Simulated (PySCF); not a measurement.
tetrafluoroethylene cation (C2F4), SMILES FC(=C(F)F)F (connectivity only; charge and spin as stated), charge +1, multiplicity 2.

Geometry optimised at PBE0-D3(BJ)/def2-SVP. The spin state was assumed, not searched.

All values below come from M06-2X/def2-TZVP in PySCF.

Isolated molecule, no solvent.

```json
{
  "total_energy": "-475.20191 hartree",
  "point_group": "D2h",
  "α spin, highest occupied and lowest empty level": "-16.60 and -6.91 eV",
  "β spin, highest occupied and lowest empty level": "-22.09 and -10.71 eV",
  "dipole_moment_about_the_centre_of_nuclear_charge": "0.00 D",
  "mean_static_polarisability": "24.6 bohr³ (3.65 Å³)",
  "polarisability_principal_values": "14.7, 25.8, 33.4 bohr³",
  "⟨S²⟩": "0.752 (pure state 0.75)"
}
```
